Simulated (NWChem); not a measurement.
All runs are NWChem calculations. System: Be (+1), charge 1, spin multiplicity 2. Its SCF solution wasn't tested for a lower state. Level: UMP2/def2-TZVP, 1 core orbitals frozen.

The NWChem input:

```
start mol
memory heap 200 mb stack 900 mb global 1100 mb
charge 1
geometry units angstroms nocenter noautoz
  Be     0.000000     0.000000     0.000000
  symmetry group D2h
end
basis spherical
  * library def2-tzvp
end
scf
  uhf
  nopen 1
  maxiter 100
  thresh 1e-7
  semidirect memsize 60000000 filesize 0
  # guess.movecs holds the orbitals of an unrestricted PBE0 run
  vectors input guess.movecs output mol.movecs
end
mp2
  freeze core 1
end
task mp2 energy
```

NWChem printed:

```
             Northwest Computational Chemistry Package (NWChem) 7.3.0
             --------------------------------------------------------

                                NWChem Input Module
                                -------------------

 Scaling coordinates for geometry "geometry" by  1.889725989
 (inverse scale =  0.529177249)

                             Geometry "geometry" -> ""
                             -------------------------

 Output coordinates in angstroms (scale by  1.889725989 to convert to a.u.)

  No.       Tag          Charge          X              Y              Z
 ---- ---------------- ---------- -------------- -------------- --------------
    1 Be                   4.0000     0.00000000     0.00000000     0.00000000

 Effective nuclear repulsion energy (a.u.)       0.0000000000

            Nuclear Dipole moment (a.u.)
            ----------------------------
        X                 Y               Z
 ---------------- ---------------- ----------------
     0.0000000000     0.0000000000     0.0000000000

      Symmetry information
      --------------------

 Group name             D2h
 Group number             26
 Group order               8
 No. of unique centers     1

      Symmetry unique atoms

     1


 Summary of "ao basis" -> "" (spherical)
 ------------------------------------------------------------------------------
       Tag                 Description            Shells   Functions and Types
 ---------------- ------------------------------  ------  ---------------------
 *                         def2-tzvp                  on all atoms

 Summary of "ao basis" -> "ao basis" (spherical)
 ------------------------------------------------------------------------------
       Tag                 Description            Shells   Functions and Types
 ---------------- ------------------------------  ------  ---------------------
 Be                        def2-tzvp                 9       19   5s3p1d

                                 NWChem SCF Module
                                 -----------------

  ao basis        = "ao basis"
[...]
    Atom       Charge   Shell Charges
 -----------   ------   -------------------------------------------------------
    1 Be   4     2.00   0.52  0.46  0.66  0.35 -0.00  0.00  0.00  0.00  0.00

   Mulliken analysis of the beta density
   -------------------------------------

    Atom       Charge   Shell Charges
 -----------   ------   -------------------------------------------------------
    1 Be   4     1.00   0.50  0.50  0.00 -0.00  0.00  0.00  0.00 -0.00  0.00

   Mulliken analysis of the spin density
   -------------------------------------

    Atom       Charge   Shell Charges
 -----------   ------   -------------------------------------------------------
    1 Be   4     1.00   0.02 -0.04  0.66  0.36 -0.00 -0.00 -0.00  0.00  0.00

       Multipole analysis of the density wrt the origin
       ------------------------------------------------

     L   x y z        total         alpha         beta         nuclear
     -   - - -        -----         -----         ----         -------
     0   0 0 0      1.000000     -2.000000     -1.000000      4.000000

     1   1 0 0     -0.000000     -0.000000     -0.000000      0.000000
     1   0 1 0      0.000000     -0.000000      0.000000      0.000000
     1   0 0 1      0.000000     -0.000000      0.000000      0.000000

     2   2 0 0     -2.186097     -2.108098     -0.077999      0.000000
     2   1 1 0      0.000000      0.000000      0.000000      0.000000
     2   1 0 1      0.000000      0.000000      0.000000      0.000000
     2   0 2 0     -2.186097     -2.108098     -0.077999      0.000000
     2   0 1 1      0.000000      0.000000      0.000000      0.000000
     2   0 0 2     -2.186097     -2.108098     -0.077999      0.000000

                   NWChem MP2 Semi-direct Energy/Gradient Module
                   ---------------------------------------------

  Basis functions       =     19
  Molecular orbitals    =     19
  Frozen core           =      1
  Frozen virtuals       =      0
  Active alpha occupied =      1
  Active beta occupied  =      0
  Active alpha virtual  =     17
  Active beta virtual   =     18
  Use MO symmetry       = T
  Use skeleton AO sym   = T

  AO/Fock/Back tols     =   1.0D-09  1.0D-09  1.0D-09

          -------------------------------------------
          SCF energy                 -14.277049796987
          Correlation energy           0.000000000000
          Singlet pairs                0.000000000000
          Triplet pairs                0.000000000000
          Total MP2 energy           -14.277049796987
          -------------------------------------------

          ---------------------------------------------------
                    Spin Component Scaled (SCS) MP2
          Same spin pairs                      0.000000000000
          Same spin scaling factor             0.333333333333
          Opposite spin pairs                  0.000000000000
          Opposite spin scaling fact.          1.200000000000
          SCS-MP2 correlation energy           0.000000000000
          Total SCS-MP2 energy               -14.277049796987
          ---------------------------------------------------

 -----------------------
 Performance information
 -----------------------

 Timer overhead =  1.39D-07 seconds/call

               Nr. of calls         CPU time (s)                 Wall time (s)                GFlops
             ---------------    -------------------     ------------------------------   -------------------
Name         Min   Avg   Max    Min     Avg     Max     Min     Avg     Max   Mx/calls   Min     Max     Sum
mp2: tota     1     1     1   8.91E-3 8.91E-3 8.91E-3  8.91E-3 8.91E-3 8.91E-3 8.91E-3   0.0     0.0     0.0

 The average no. of pstat calls per process was 1.00D+00
 with a timing overhead of 1.39D-07s

 Task  times  cpu:        0.1s     wall:        0.1s

 Total times  cpu:        0.1s     wall:        0.1s
```
